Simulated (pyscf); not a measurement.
Optimised with ωB97X-D3(BJ)/def2-SVP in PySCF. MP2 and CC: frozen core, UHF for open shells. ΔMP2 is the change of the MP2 total energy from the triple- to the quadruple-zeta basis.

SMILES: [AsH2]O
```xyz
5

O      0.4382     0.2135     1.3050
As     1.0439     0.2035    -0.3845
H      0.1719    -0.6662     1.5977
H     -0.0574    -0.6431    -1.0316
H      1.9701    -1.0146    -0.3026
```
Charge 0, spin multiplicity 1.

### Question
List the bond dissociation enthalpies at 298 K of `[OH][AsH2]` from CCSD(T)/def2-TZVPP + ΔMP2(QZVPP), from the weakest bond up.

### Answer
As–H to HO–AsH• + H•: 295.6 kJ/mol; As–O to OH• + AsH₂•: 325.4 kJ/mol; H–O to •O–AsH₂ + H•: 428.0 kJ/mol. Ring and multiple bonds, and those that leave no two simple radicals, are not listed. •O–AsH₂ lies 139.7 kJ/mol over its isomer HO–AsH•, and others may lie lower still (electronic energy, ωB97M-D3(BJ)). Other isomers of HO–AsH• were not searched in full and may lie lower. The CCSD(T) − MP2 part came from Ansatz, without density fitting, on the same reference. The frozen core leaves the outer d or s,p core shells of the metals and heavy elements correlated in the MP2 and CC values, and def2-TZVPP describes them poorly, which can shift differences by a few kcal/mol. Left out: the spin-orbit lowering of OH. Elements up to Kr have no core potential and no relativistic terms here.
